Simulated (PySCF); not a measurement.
# How far each method lies from RCCSDT(Q) for AlCl₂⁺, singlet

Geometry: that of the AlCl2, doublet, kept fixed.

```csv
atom,x (Å),y (Å),z (Å)
Al,0.0000,-0.7734,0.0000
Cl,0.0000,0.2943,-1.8113
Cl,0.0000,0.2943,1.8113
```

Basis cc-pVDZ; PySCF 2.14.0. Only valence electrons are correlated (noble-gas cores frozen), which leaves 16 electrons in 39 orbitals. R marks a restricted (for open shells ROHF) determinant.

Full CI isn't at hand for all of this; RCCSDT(Q) serves as the reference, and is uncertain by the last step of the cluster series or more.

The T1 diagnostic (ROHF- or RHF-based CCSD) is 0.0178 and the largest doubles amplitude (ROHF- or RHF-based CCSD) is 0.038.

```json
{"level": "RHF", "E − E(RCCSDT(Q)) (mEh)": "348.47", "share of correlation (%)": "0.00", "wall time": "–"}
{"level": "RMP2", "E − E(RCCSDT(Q)) (mEh)": "36.75", "share of correlation (%)": "89.45", "wall time": "–"}
{"level": "RCCSD", "E − E(RCCSDT(Q)) (mEh)": "11.34", "share of correlation (%)": "96.75", "wall time": "–"}
{"level": "RCCSD(T)", "E − E(RCCSDT(Q)) (mEh)": "1.83", "share of correlation (%)": "99.48", "wall time": "1.9 s"}
{"level": "RCCSDT", "E − E(RCCSDT(Q)) (mEh)": "0.93", "share of correlation (%)": "99.73", "wall time": "–"}
```

The correlation energy at RCCSDT(Q), counted from RHF, is -9.482 eV. That run took 9.4 min on 1 thread of Intel Xeon Platinum 8259CL, shared host.

Times are those of the correlated step on a shared host, with one SCF added for the restricted CCSD run; they ran on 1 thread of Intel Xeon Platinum 8259CL.
